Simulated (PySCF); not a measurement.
disulfur (S₂), SMILES S=S (connectivity only; charge and spin as stated), neutral, multiplicity 3.

Geometry optimised at PBE0-D3(BJ)/def2-TZVPD.

Two levels are set side by side: PBE/def2-TZVPD (PySCF) and CAM-B3LYP/def2-TZVPD (PySCF). Same geometry, gas phase. Differences are taken from unrounded values.

| quantity | CAM-B3LYP | PBE | PBE minus CAM-B3LYP |
|---|---|---|---|
| α-spin orbital gap (eV) | 8.78 | 4.53 | -4.25 |
| β-spin orbital gap (eV) | 8.11 | 3.85 | -4.26 |
| mean polarisability (bohr³) | 40.9 | 41.2 | 0.4 |

Rough cost on one machine, each run with all the roots and properties that it gave: CAM-B3LYP against PBE within a factor of 2.
